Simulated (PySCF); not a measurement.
Geometry:
```
atom   x (Å)   y (Å)   z (Å)
  F1   0.642  -0.574  -1.352
  P2   0.003  -0.005  -0.008
  F3   1.110   1.104   0.049
  F4   0.244  -1.389   0.692
  F5  -1.344   0.268  -0.763
  F6  -0.636   0.564   1.337
```

Geometry: PBE0-D3(BJ)/def2-SVP; GIAO shifts from PySCF 2.14.0 with density-fitted response routines, gas phase, non-relativistic, averaged over equivalent atoms.

At KT3/pcSseg-2 (223 basis functions, 30 s wall time on 1 thread of an Intel Xeon Platinum 8259CL, shared host):
| atoms | δ (ppm) |
| --- | --- |
| F6 | -70.1 |
| F1 | -70.1 |
| F3/F4/F5 | -78.7 |
| P2 | -55.1 |

Referencing at the same level of theory: ¹⁹F (σ = 146.91 ppm) against CFCl3; ³¹P (σ = 321.56 ppm) vs H3PO4.

Problem. Estimate the result of repeating the calculation with B97-D/pcSseg-2.

Solution. 
```
   atoms  δ at B97-D/pcSseg-2  change
      F6                -64.2    +5.9
      F1                -64.2    +5.9
F3/F4/F5                -73.3    +5.4
      P2                -60.3    -5.2
```

Shifts are taken against calculated references (same method and geometry level): ¹⁹F (σ = 154.18 ppm) against CFCl3; ³¹P (σ = 294.57 ppm) against H3PO4.

The largest change is at F1 (fluorine bonded to P). Cost: 223 basis functions, 30 s wall time on 1 thread of an Intel Xeon Platinum 8259CL, shared host.

Unscaled 19F shifts against computed CFCl3 carry errors that often reach 10 to 50 ppm. Experimental scales use liquid or dissolved standards, which lie at an offset from isolated H3PO4.
